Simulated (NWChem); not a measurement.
Program: NWChem. System: C$_{2}$H$_{6}$S, charge 0, spin multiplicity 1, at a geometry optimised with PBE0/def2-SVP. Level: CCSD(T)/cc-pVDZ, 7 core orbitals frozen, spin-restricted.

Input file:

```
start mol
memory heap 100 mb stack 700 mb global 1900 mb
geometry units angstroms nocenter noautoz noautosym
  C     -1.379092     0.000000     0.506946
  S      0.000000     0.000000    -0.654746
  C      1.379092     0.000000     0.506946
  H     -1.374213     0.899006     1.142934
  H     -2.302295     0.000000    -0.089572
  H     -1.374213    -0.899006     1.142934
  H      1.374213     0.899006     1.142934
  H      2.302295     0.000000    -0.089572
  H      1.374213    -0.899006     1.142934
end
basis spherical
  * library cc-pvdz
end
scf
  rhf
  nopen 0
  maxiter 100
  thresh 1e-7
  semidirect memsize 60000000 filesize 0
end
ccsd
  freeze core 7
  maxiter 60
end
task ccsd(t) energy
```

Output (cleaned and shortened):

```
             Northwest Computational Chemistry Package (NWChem) 7.3.0
             --------------------------------------------------------

                                NWChem Input Module
                                -------------------

 Scaling coordinates for geometry "geometry" by  1.889725989
 (inverse scale =  0.529177249)

                             Geometry "geometry" -> ""
                             -------------------------

 Output coordinates in angstroms (scale by  1.889725989 to convert to a.u.)

  No.       Tag          Charge          X              Y              Z
 ---- ---------------- ---------- -------------- -------------- --------------
    1 C                    6.0000    -1.37909200     0.00000000     0.50694600
    2 S                   16.0000     0.00000000     0.00000000    -0.65474600
    3 C                    6.0000     1.37909200     0.00000000     0.50694600
    4 H                    1.0000    -1.37421300     0.89900600     1.14293400
    5 H                    1.0000    -2.30229500     0.00000000    -0.08957200
    6 H                    1.0000    -1.37421300    -0.89900600     1.14293400
    7 H                    1.0000     1.37421300     0.89900600     1.14293400
    8 H                    1.0000     2.30229500     0.00000000    -0.08957200
    9 H                    1.0000     1.37421300    -0.89900600     1.14293400

 Effective nuclear repulsion energy (a.u.)     110.7295085460

            Nuclear Dipole moment (a.u.)
            ----------------------------
        X                 Y               Z
 ---------------- ---------------- ----------------
     0.0000000000     0.0000000000     0.0000151178


 Summary of "ao basis" -> "" (spherical)
 ------------------------------------------------------------------------------
       Tag                 Description            Shells   Functions and Types
 ---------------- ------------------------------  ------  ---------------------
 *                          cc-pvdz                   on all atoms

 Summary of "ao basis" -> "ao basis" (spherical)
 ------------------------------------------------------------------------------
       Tag                 Description            Shells   Functions and Types
 ---------------- ------------------------------  ------  ---------------------
 C                          cc-pvdz                  6       14   3s2p1d
 S                          cc-pvdz                  8       18   4s3p1d
 H                          cc-pvdz                  3        5   2s1p

                                 NWChem SCF Module
                                 -----------------

  ao basis        = "ao basis"
  functions       =    76
  atoms           =     9
  closed shells   =    17
  open shells     =     0
  charge          =   0.00
  wavefunction    = RHF
  use symmetry    = F
  symmetry adapt  = F

 Summary of "ao basis" -> "ao basis" (spherical)
 ------------------------------------------------------------------------------
       Tag                 Description            Shells   Functions and Types
 ---------------- ------------------------------  ------  ---------------------
 C                          cc-pvdz                  6       14   3s2p1d
 S                          cc-pvdz                  8       18   4s3p1d
 H                          cc-pvdz                  3        5   2s1p

 Forming initial guess at       0.0s

      Superposition of Atomic Density Guess
      -------------------------------------

 Sum of atomic energies:        -475.80553807

      Non-variational initial energy
      ------------------------------

 Total energy =    -477.371572
 1-e energy   =    -872.887561
 2-e energy   =     284.786481
 HOMO         =      -0.256904
 LUMO         =       0.069455

 Starting SCF solution at       0.9s

 ----------------------------------------------
         Quadratically convergent ROHF

 Convergence threshold     :          1.000E-07
 Maximum no. of iterations :          100
 Final Fock-matrix accuracy:          1.000E-09
 ----------------------------------------------

              iter       energy          gnorm     gmax       time
             ----- ------------------- --------- --------- --------
                 1     -476.7284572971  5.32D-01  1.36D-01      0.9
                 2     -476.7555005180  1.57D-01  3.55D-02      0.9
                 3     -476.7580767215  6.75D-03  2.30D-03      1.0
                 4     -476.7580842153  3.51D-05  1.28D-05      1.1
                 5     -476.7580842154  8.19D-09  2.54D-09      1.3

       Final RHF  results
       ------------------

         Total SCF energy =   -476.758084215444
      One-electron energy =   -875.667006080358
      Two-electron energy =    288.179413318962
 Nuclear repulsion energy =    110.729508545952

        Time for solution =      0.4s

             Final eigenvalues
             -----------------

              1
    1  -91.9374
    2  -11.2585
    3  -11.2585
    4   -8.9410
    5   -6.6231
    6   -6.6214
    7   -6.6192
    8   -1.0601
    9   -0.9480
   10   -0.8037
   11   -0.5982
   12   -0.5968
   13   -0.5743
   14   -0.5590
   15   -0.4908
   16   -0.4312
   17   -0.3329
   18    0.1775
   19    0.1844
   20    0.2336
   21    0.2366
   22    0.2556
   23    0.2669
   24    0.2810
   25    0.2947
   26    0.5118
   27    0.5669

                       ROHF Final Molecular Orbital Analysis
                       -------------------------------------

 Vector   15  Occ=2.000000D+00  E=-4.907527D-01
              MO Center= -4.4D-13,  5.1D-15,  8.4D-02, r^2= 3.1D+00
[...]
          Number of operator matrices in core:  110
          Half-transformed integrals produced

     Pass:    1     Index range:    8  -   17     Time:      2.71
 ------------------------------------------
 MP2 Energy (coupled cluster initial guess)
 ------------------------------------------
 Reference energy:           -476.758084215443660
 MP2 Corr. energy:             -0.430422597585143
 Total MP2 energy:           -477.188506813028823

 ****************************************************************************
              the segmented parallel ccsd program:    1 nodes
 ****************************************************************************

 level of theory    ccsd(t)
 number of core         7
 number of occupied    10
 number of virtual     59
 number of deleted      0
 total functions       76
 number of shells      38
 basis label          566

   ***** ccsd parameters *****
   iprt   =     0
   convi  =  0.100E-05
   maxit  =    60
   mxvec  =     5
 memory            104840100
  Using  1 OpenMP thread(s) in CCSD
  IO offset    20.000000000000000
  IO error message >End of File
  file_read_ga: failing reading from ./mol.t2
  Failed reading restart vector from ./mol.t2
  Using MP2 initial guess vector

-------------------------------------------------------------------------
 iter     correlation     delta       rms       T2     Non-T2      Main
             energy      energy      error      ampl     ampl      Block
                                                time     time      time
-------------------------------------------------------------------------
   1     -0.4627646303 -4.628D-01  1.087D-01     4.05     0.00     3.95
   2     -0.4733555613 -1.059D-02  7.073D-02     4.05     0.00     3.96
   3     -0.4763771532 -3.022D-03  9.633D-04     4.04     0.00     3.96
   4     -0.4772626554 -8.855D-04  8.354D-04     4.05     0.00     3.96
   5     -0.4773776201 -1.150D-04  6.839D-04     4.05     0.00     3.97
   6     -0.4773825815 -4.961D-06  1.404D-04     4.12     0.00     4.03
   7     -0.4773830564 -4.749D-07  7.021D-06     4.04     0.00     3.96
   8     -0.4773819633  1.093D-06  3.429D-05     4.04     0.00     3.96
   9     -0.4773822693 -3.060D-07  6.374D-07     4.06     0.00     3.96
                  *************converged*************
-------------------------------------------------------------------------

 -----------
 CCSD Energy
 -----------
 Reference energy:            -476.758084215443660
 CCSD corr. energy:             -0.477382269347220
 Total CCSD energy:           -477.235466484790891

 --------------------------------
 Spin Component Scaled (SCS) CCSD
 --------------------------------
 Same spin contribution:                 -0.091656616159367
 Same spin scaling factor:                1.130000000000000
 Opposite spin contribution:             -0.385725653187853
 Opposite spin scaling fact.:             1.270000000000000
 SCS-CCSD correlation energy:            -0.593443555808658
 Total SCS-CCSD energy:                -477.351527771252336
 memory            104840100

*********triples calculation*********

nkpass=    1; nvpass=    1; memdrv=         191160; memtrn=         733595; memavail=      104839492
 memory available/node                      104839492
 total number of virtual orbitals        59
 number of virtuals per integral pass    59
 number of integral evaluations           1
 number of occupied per triples pass     10
 number of triples passes                 1

 commencing integral evaluation        1 at          39.24
  symmetry use  F
task         2 out of       741 done   0%  at       0.0 secs
task        38 out of       741 done   5%  at       0.4 secs
task        75 out of       741 done  10%  at       0.6 secs
task       112 out of       741 done  15%  at       0.8 secs
task       149 out of       741 done  20%  at       1.0 secs
task       186 out of       741 done  25%  at       1.3 secs
task       223 out of       741 done  30%  at       1.7 secs
task       260 out of       741 done  35%  at       2.0 secs
task       297 out of       741 done  40%  at       2.2 secs
task       334 out of       741 done  45%  at       2.4 secs
task       371 out of       741 done  50%  at       2.6 secs
task       408 out of       741 done  55%  at       2.7 secs
task       445 out of       741 done  60%  at       2.9 secs
task       482 out of       741 done  65%  at       3.0 secs
task       519 out of       741 done  70%  at       3.1 secs
task       556 out of       741 done  75%  at       3.2 secs
task       593 out of       741 done  80%  at       3.3 secs
task       630 out of       741 done  85%  at       3.4 secs
task       667 out of       741 done  90%  at       3.5 secs
task       704 out of       741 done  95%  at       3.6 secs
task       741 out of       741 done 100%  at       3.7 secs
 commencing triples evaluation - blocking       1
 ccsd(t): done        1 out of       59 progress:    1.7%
 ccsd(t): done        2 out of       59 progress:    3.4%
 ccsd(t): done        3 out of       59 progress:    5.1%
 ccsd(t): done        4 out of       59 progress:    6.8%
 ccsd(t): done        5 out of       59 progress:    8.5%
 ccsd(t): done        6 out of       59 progress:   10.2%
 ccsd(t): done        7 out of       59 progress:   11.9%
 ccsd(t): done        8 out of       59 progress:   13.6%
 ccsd(t): done        9 out of       59 progress:   15.3%
 ccsd(t): done       10 out of       59 progress:   16.9%
 ccsd(t): done       11 out of       59 progress:   18.6%
 ccsd(t): done       12 out of       59 progress:   20.3%
 ccsd(t): done       13 out of       59 progress:   22.0%
 ccsd(t): done       14 out of       59 progress:   23.7%
 ccsd(t): done       15 out of       59 progress:   25.4%
 ccsd(t): done       16 out of       59 progress:   27.1%
 ccsd(t): done       17 out of       59 progress:   28.8%
 ccsd(t): done       18 out of       59 progress:   30.5%
 ccsd(t): done       19 out of       59 progress:   32.2%
 ccsd(t): done       20 out of       59 progress:   33.9%
 ccsd(t): done       21 out of       59 progress:   35.6%
 ccsd(t): done       22 out of       59 progress:   37.3%
 ccsd(t): done       23 out of       59 progress:   39.0%
 ccsd(t): done       24 out of       59 progress:   40.7%
 ccsd(t): done       25 out of       59 progress:   42.4%
 ccsd(t): done       26 out of       59 progress:   44.1%
 ccsd(t): done       27 out of       59 progress:   45.8%
 ccsd(t): done       28 out of       59 progress:   47.5%
 ccsd(t): done       29 out of       59 progress:   49.2%
 ccsd(t): done       30 out of       59 progress:   50.8%
 ccsd(t): done       31 out of       59 progress:   52.5%
 ccsd(t): done       32 out of       59 progress:   54.2%
 ccsd(t): done       33 out of       59 progress:   55.9%
 ccsd(t): done       34 out of       59 progress:   57.6%
 ccsd(t): done       35 out of       59 progress:   59.3%
 ccsd(t): done       36 out of       59 progress:   61.0%
 ccsd(t): done       37 out of       59 progress:   62.7%
 ccsd(t): done       38 out of       59 progress:   64.4%
 ccsd(t): done       39 out of       59 progress:   66.1%
 ccsd(t): done       40 out of       59 progress:   67.8%
 ccsd(t): done       41 out of       59 progress:   69.5%
 ccsd(t): done       42 out of       59 progress:   71.2%
 ccsd(t): done       43 out of       59 progress:   72.9%
 ccsd(t): done       44 out of       59 progress:   74.6%
 ccsd(t): done       45 out of       59 progress:   76.3%
 ccsd(t): done       46 out of       59 progress:   78.0%
 ccsd(t): done       47 out of       59 progress:   79.7%
 ccsd(t): done       48 out of       59 progress:   81.4%
 ccsd(t): done       49 out of       59 progress:   83.1%
 ccsd(t): done       50 out of       59 progress:   84.7%
 ccsd(t): done       51 out of       59 progress:   86.4%
 ccsd(t): done       52 out of       59 progress:   88.1%
 ccsd(t): done       53 out of       59 progress:   89.8%
 ccsd(t): done       54 out of       59 progress:   91.5%
 ccsd(t): done       55 out of       59 progress:   93.2%
 ccsd(t): done       56 out of       59 progress:   94.9%
 ccsd(t): done       57 out of       59 progress:   96.6%
 ccsd(t): done       58 out of       59 progress:   98.3%
 ccsd(t): done       59 out of       59 progress:  100.0%
 Time for integral evaluation pass     1        3.70
 Time for triples evaluation pass      1        3.29

 pseudo-e(mp4)  -0.13720413367074E-01
 pseudo-e(mp5)   0.30474011141563E-03
        e(t)    -0.13415673255658E-01

 --------------
 CCSD(T) Energy
 --------------
 Reference energy:                    -476.758084215443660

 CCSD corr. energy:                     -0.477382269347220
 T(CCSD) corr. energy:                  -0.013720413367074
 Total CCSD+T(CCSD) energy:           -477.249186898157973

 CCSD corr. energy:                     -0.477382269347220
 (T) corr. energy:                      -0.013415673255658
 Total CCSD(T) energy:                -477.248882158046513

 routine      calls  cpu(0)   cpu-min  cpu-ave  cpu-max   i/o
 aoccsd          1     0.01     0.01     0.01     0.01    0.00
 iterdrv         1     0.01     0.01     0.01     0.01    0.00
 pampt           9     0.04     0.04     0.04     0.04    0.00
 t2pm            9     0.07     0.07     0.07     0.07    0.00
 sxy             9     0.36     0.36     0.36     0.36    0.00
 ints      4936617    31.16    31.16    31.16    31.16    0.00
 t2eri        6669     3.14     3.14     3.14     3.14    0.00
 idx2         6669     0.47     0.47     0.47     0.47    0.00
 idx34           9     0.06     0.06     0.06     0.06    0.00
 ht2pm           9     0.11     0.11     0.11     0.11    0.00
 itm             9     0.55     0.55     0.55     0.55    0.00
 pdiis           9     0.02     0.02     0.02     0.02    0.00
 triples         1     0.00     0.00     0.00     0.00    0.00
 rdtrpo          1     0.01     0.01     0.01     0.01    0.00
 trpmos          1     3.70     3.70     3.70     3.70    0.00
 trpdrv          1     0.40     0.40     0.40     0.40    0.00
 dovvv       64900     1.60     1.60     1.60     1.60    0.00
 doooo       64900     0.38     0.38     0.38     0.38    0.00
 tengy       59000     0.88     0.88     0.88     0.88    0.00
 Total                42.98    42.98    42.98    42.98    0.00

 Task  times  cpu:       47.5s     wall:       47.5s

 Total times  cpu:       47.5s     wall:       47.5s
```
